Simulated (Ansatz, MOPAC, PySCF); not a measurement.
Stepwise substitution at one centre (C Cl-H). Isolated molecules, 0 K electronic values unless said otherwise. Strings in code marks are SMILES.

Quantity: redistribution energy (mixed species minus the weighted end members), in kcal/mol. Semi-empirical values (MOPAC) are differences of heats of formation.

Level 1: SVWN5/6-31G* // PBE0-D4/def2-TZVP (PySCF)
Level 2: HF/6-31G* // PBE0-D4/def2-TZVP (PySCF)
Level 3: HF/cc-pVTZ // PBE0-D4/def2-TZVP (Ansatz, a first-principles code)
Level 4: AM1 // PBE0-D4/def2-TZVP (MOPAC)

```tsv
species	level 2	level 3	level 4
3 of 4 Cl replaced by H: `CCl`	-6.50	-5.73	-4.94
1 of 4 Cl replaced by H: `ClC(Cl)Cl`	-7.60	-7.22	-5.44
2 of 4 Cl replaced by H: `ClCCl`	-9.37	-8.65	-6.96
```

Task: What does level 1 give for each, and how far do the other levels lie from it on average?

Result: 
- 3 of 4 Cl replaced by H: `CCl`: -1.19
- 1 of 4 Cl replaced by H: `ClC(Cl)Cl`: -3.41
- 2 of 4 Cl replaced by H: `ClCCl`: -3.10
Mean absolute difference from level 1, which has limits of its own, over these rows (drawn at random from the members that have all these levels): level 2 5.26 kcal/mol, level 3 4.63 kcal/mol, level 4 3.22 kcal/mol.
